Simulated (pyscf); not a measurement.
H₃Ge–SnH₃ + HF -> F–SnH₂–GeH₃ + H₂, a concerted two-bond exchange (singlet surface; H–Sn, F–H broken, F–Sn, H–H formed). Single points on ωB97X-D3(BJ)/def2-SVP structures (PySCF, gas phase). Energies in eV from the separated reactants.

Small-basis levels: PySCF, no dispersion term, spherical d functions. 

Quick MP2/6-31G*+LANL2DZ single points give ΔE‡ = 1.11 eV and ΔE = -1.09 eV. What does ωB97M-D3(BJ)/def2-TZVP give, and how far is the quick result from it?

ωB97M-D3(BJ)/def2-TZVP gives ΔE‡ = 1.14 eV and ΔE = -0.38 eV. MP2/6-31G*+LANL2DZ lies 0.04 eV under it in the barrier and 0.72 eV under it in the reaction energy, so on this step it does not hold to within 0.13 eV. ωB97M-D3(BJ)/def2-TZVP has limits of its own. At the saddle there is also a short H–Sn contact that neither side keeps. One saddle was located; it need not be the lowest between these sides. In the def2 sets elements up to Kr have no core potential. Elements past Kr carry the def2 core potentials, without spin-orbit coupling.
